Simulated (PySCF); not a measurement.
Species: `C=C(F)SC`. The columns A, B, C and D hold Mulliken, IAO, Hirshfeld and ESP-fitted charges (e) of one PBE0/pcSseg-1 density (PySCF), in a shuffled order. Coordinates in Å (PBE0-D3(BJ)/def2-SVP); the density's dipole moment is (-0.73, 0.84, -0.27) D.

| atom | x | y | z | A | B | C | D |
| --- | --- | --- | --- | --- | --- | --- | --- |
| C1 | 2.086 | -0.110 | -0.221 | -0.533 | -0.142 | -0.212 | -0.386 |
| C2 | 0.902 | -0.344 | 0.344 | +0.255 | +0.062 | +0.077 | +0.168 |
| F3 | 0.738 | -0.228 | 1.665 | -0.126 | -0.072 | -0.259 | -0.263 |
| S4 | -0.518 | -0.914 | -0.514 | -0.127 | +0.019 | +0.025 | +0.154 |
| C5 | -1.811 | 0.038 | 0.322 | -0.396 | -0.119 | -0.402 | -0.504 |
| H6 | 2.192 | -0.152 | -1.304 | +0.211 | +0.052 | +0.146 | +0.171 |
| H7 | 2.955 | 0.107 | 0.403 | +0.216 | +0.053 | +0.142 | +0.168 |
| H8 | -2.763 | -0.304 | -0.106 | +0.202 | +0.055 | +0.157 | +0.168 |
| H9 | -1.697 | 1.115 | 0.139 | +0.154 | +0.047 | +0.159 | +0.158 |
| H10 | -1.805 | -0.168 | 1.400 | +0.143 | +0.045 | +0.167 | +0.165 |

Task: Which column most likely holds the ESP-fitted charges?

Result: A. Σ q r misses the density's dipole by 0.07 D (A), 0.80 D (B), 1.65 D (C), 2.15 D (D). Charges fitted to the outside potential are the only set here that is tied to the molecule's multipoles.

Task: And the Hirshfeld charges?

Result: B. The mean sizes are 0.067 e (B), 0.175 e (C), 0.231 e (D), 0.236 e (A), and Hirshfeld charges are commonly the smallest of these schemes.

As computed, A = ESP-fitted, B = Hirshfeld, C = Mulliken, D = IAO. Hydrogens on carbon: ESP-fitted +0.14 to +0.22, Hirshfeld +0.04 to +0.06, Mulliken +0.14 to +0.17, IAO +0.16 to +0.17 e.

The IAO scheme projects the occupied orbitals on a minimal set of polarised atomic orbitals and counts the electrons in each atom's part of it. The Hirshfeld scheme divides the density at each point in proportion to the densities of the neutral, spherically averaged free atoms.

One conformer (not necessarily the lowest) at the PBE0-D3(BJ)/def2-SVP geometry, without solvent, vibrations or thermal averaging.

These values come from a run that also computed NMR shieldings. Hardware: Arm Neoverse V1, one thread, shared host. Cost: 7.4 s of wall time.

Conformer computed: `[CH2:1]=[C:2]([F:3])[S:4][CH3:5]`: C1–C2–S4–C5 -142°.
